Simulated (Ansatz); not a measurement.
```yaml
crystal:
  periodic: [false, false, false]
  atoms:
    - {symbol: P, position_ang: [-1.738281, 0.091901, 0.005444]}
    - {symbol: Ga, position_ang: [0.531653, -0.463431, 0.001416]}
    - {symbol: S, position_ang: [2.576835, -1.083859, 0.001809]}
    - {symbol: H, position_ang: [-1.370208, 1.455389, -0.008669]}
basis:
  gaussian: {orbitals: def2-TZVP}
magnetization: {spin_polarized: true, initial_magnetization: 1}
hamiltonian: {xc: pbe0}
relax: {f_tol: 0.004, max_steps: 80}
```

```sh
$ ansatz run in.yaml --threads 1 --pin off --events-out ev --progress --plain --max-ram 2176MiB
```

Steps of the relaxation (energy above the last step; positions in Å, forces in eV/Å):

```
4
step 1, 173.9 meV
P    -1.738    0.092    0.005    0.571   -0.455    0.001
Ga    0.532   -0.463    0.001    1.528   -0.546    0.003
S     2.577   -1.084    0.002   -2.171    0.677   -0.001
H    -1.370    1.455   -0.009    0.072    0.324   -0.003
```

```
4
step 2, 1.5 meV
P    -1.680    0.068    0.005    0.101   -0.134    0.000
Ga    0.537   -0.476    0.002   -0.092    0.013    0.001
S     2.477   -1.039    0.002   -0.046    0.021   -0.001
H    -1.334    1.447   -0.009    0.037    0.100   -0.001
```

```
4
step 3, 0.1 meV
P    -1.676    0.063    0.005    0.002   -0.026    0.000
Ga    0.528   -0.476    0.002   -0.038   -0.004    0.001
S     2.468   -1.031    0.001    0.030   -0.001    0.000
H    -1.321    1.444   -0.009    0.006    0.031    0.000
```

```
4
step 6, 0.0 meV
P    -1.677    0.063    0.005   -0.002   -0.001    0.000
Ga    0.524   -0.482    0.003    0.002    0.000    0.000
S     2.469   -1.026    0.001   -0.001    0.000    0.000
H    -1.316    1.444   -0.009    0.001    0.002    0.000
```

Close pairs at the end: P1–H4 1.428 Å, Ga2–S3 2.019 Å, P1–Ga2 2.268 Å.

A stationary point of unrestricted PBE0 after 6 steps, with ⟨S²⟩ = 0.761 against 0.75 for a pure state; no frequencies were run, so it isn't proven a minimum. 41 s on 1 thread of Intel Xeon Platinum 8375C, shared host.
